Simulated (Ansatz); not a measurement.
GaS (P6₃/mmc, No. 194) was calculated with PBE-D3(BJ) (plane waves, PAW; Ansatz, a program for electronic structure).

Numerical settings: plane-wave cutoff 500 eV, 12×12×4 k mesh (along the axes of the cell as run), Fermi–Dirac smearing 0.05 eV, scalar-relativistic PAW data made under PBE.

Cell (relaxed at this level):

```xyz
8
Lattice="3.5906 0.0000 0.0000 -1.7953 3.1095 0.0000 0.0000 0.0000 15.4499" Properties=species:S:1:pos:R:3 pbc="T T T"
Ga     0.0000     2.0730     5.0866
Ga     1.7953     1.0365    10.3633
Ga     1.7953     1.0365    12.8116
Ga     0.0000     2.0730     2.6383
S      0.0000     2.0730    13.8998
S      1.7953     1.0365     1.5502
S      1.7953     1.0365     6.1748
S      0.0000     2.0730     9.2751
```

Give the computed band gap.


band gap: 1.56 eV (on the SCF k mesh)

Measured, for comparison: band gap 2.5 eV (temperature not stated, not corrected to a static lattice, compiled measured gap; kind and temperature not stated; as tabulated in Kothakonda et al. (2022), arXiv:2208.02841).

Spin–orbit coupling is not included.

Static lattice: no zero-point or thermal effects.
